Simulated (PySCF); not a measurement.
One molecule, one basis, several functionals.

Compound: C₃H₅NO.
SMILES: `C/N=C/C=O`

Torsions of this conformer, `[CH3:1]/[N:2]=[CH:3]/[CH:4]=[O:5]`: N2–C3–C4–O5 180°.

PySCF, def2-SVPD basis, density fitting, gas phase, PBE0-D3(BJ)/def2-SVP geometry; singlet excitations by full TDDFT with frozen cores, triplets by Tamm–Dancoff TDDFT and ionisation energies by ΔSCF, from the lowest of the holes tried. One functional is left out:

```
functional  exact exchange (%)  HOMO energy (eV)  LUMO energy (eV)  lowest singlet excitation (eV)  lowest triplet excitation (eV)  dipole moment (D)  mean polarisability (au)  vertical ionisation energy (eV)
       LDA                   0             -6.22             -3.61                            2.85                            2.40              3.258                      55.1                             9.54
       PBE                   0             -6.11             -3.37                            2.95                            2.44              3.111                      54.5                             9.40
     B3LYP                  20             -7.48             -2.55                            3.38                            2.82              3.131                      52.4                             9.91
 BHandHLYP                  50             -9.26             -1.10                            3.80                            3.19              3.164                      50.1                            10.38
```

Predict the row of PBE0 (25 % exact exchange) by straight lines through the other rows, and check it.

| property | line | computed | computed − line | B3LYP (20 %), for comparison |
| --- | --- | --- | --- | --- |
| HOMO energy (eV) | -7.73 | -7.70 | +0.03 | -7.48 |
| LUMO energy (eV) | -2.30 | -2.31 | -0.01 | -2.55 |
| lowest singlet excitation (eV) | 3.38 | 3.41 | +0.03 | 3.38 |
| lowest triplet excitation (eV) | 2.83 | 2.81 | -0.02 | 2.82 |
| dipole moment (D) | 3.162 | 3.116 | -0.046 | 3.131 |
| mean polarisability (au) | 52.3 | 51.8 | -0.5 | 52.4 |
| vertical ionisation energy (eV) | 9.94 | 9.92 | -0.02 | 9.91 |

Which of these properties follows the share of exact exchange most closely, and which least?

Most closely the HOMO energy, least the dipole moment; the correlations over the tabulated rows are HOMO energy -0.999, LUMO energy 0.996, lowest triplet excitation 0.991, vertical ionisation energy 0.988, mean polarisability -0.988, lowest singlet excitation 0.986, dipole moment -0.173. The HOMO energy moves by -0.620 eV for every 10 %. Functionals with the same share still differ in their other parts: at 0 % LDA and PBE differ by 0.11 eV in it.
